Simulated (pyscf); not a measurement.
Thermochemistry of product channels of H₃C–ZnH (SMILES [CH3][ZnH]) + H₂Se (SMILES [SeH2]) on the singlet surface, in eV, from ωB97M-D3(BJ)/def2-TZVP energies (ideal gas, 1 atm, RRHO with modes under 100 cm⁻¹ raised to 100, one conformer, R ln 2 for chiral ones without a mode under 150 cm⁻¹). Structures and frequencies: ωB97X-D3(BJ)/def2-SVP in PySCF.

```tsv
products	ΔE	ΔH(298 K)	ΔG(298 K)	ΔG(600 K)
H₃C–Zn–SeH (SMILES [CH3][Zn][SeH]) + H₂ (SMILES [H][H])	-0.95	-0.95	-0.92	-0.91
HZn–CH₂–SeH (SMILES [ZnH][CH2][SeH]) + H₂ (SMILES [H][H])	+0.77	+0.68	+0.74	+0.78
CH₄ (SMILES C) + HZn–SeH (SMILES [ZnH][SeH])	-1.39	-1.29	-1.28	-1.26
```

These are energies of the channels, which say nothing of barriers. Elements up to Kr have no core potential and no relativistic terms here.
